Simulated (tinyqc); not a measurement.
Starting guesses with DIIS over 6 matrices: SCF starting guesses in the sto-3g basis, for H2F+, spin multiplicity 1. Computed by the program tinyqc with PySCF. 

Geometry (angstrom):
```
atom       x        y       z
F     0.0000   0.0000  0.0000
H     0.0000   0.9520  0.4860
H     0.0000  -0.9520  0.4860
```

lowest restricted solution found by these runs and by PySCF = -98.841618 hartree

RHF with one setting changed at a time; a run stops when the energy changes by less than 1e-09 hartree and the error matrix is below 1e-5. Starts: the lowest orbitals of the core Hamiltonian, of the Wolfsberg-Helmholz matrix (K = 1.75), projected atomic densities, random orbitals, and the highest orbitals of the core Hamiltonian (a deliberately bad start).

Largest element of the error matrix X^T (FDS - SDF) X:
```
iteration     core  Wolfsberg-Helmholz  atomic densities   random  highest core orbitals
1          5.6e-01             4.7e-01           9.9e-01  1.8e+01                3.0e-01
2          3.7e-02             1.1e-01           3.0e-01  5.6e-01                5.6e-01
3          7.3e-03             2.2e-02           2.9e-02  4.7e-02                5.5e-01
4          2.3e-03             3.7e-03           6.7e-03  2.3e-02                5.6e-01
5          5.8e-04             1.2e-03           2.1e-04  5.2e-03                5.6e-01
6          6.1e-05             9.7e-06           1.0e-04  5.1e-04                4.4e-01
8          4.7e-09                   -           3.6e-08  1.4e-05                5.6e-02
10               -                   -                 -        -                2.0e-03
```

How each run ends:
```
run                    iterations  E (hartree)         state
core                            8   -98.841618  lowest found
Wolfsberg-Helmholz              7   -98.841618  lowest found
atomic densities                8   -98.841618  lowest found
random                          9   -98.841618  lowest found
highest core orbitals          12   -98.841618  lowest found
```

5 of 5 runs reach the lowest restricted solution found, in 7 to 12 iterations (fastest: Wolfsberg-Helmholz). The first errors are 6e-01, 5e-01, 1e+00, 2e+01, 3e-01; the deliberately bad start has the smallest one, so a small first error does not mark a good start.
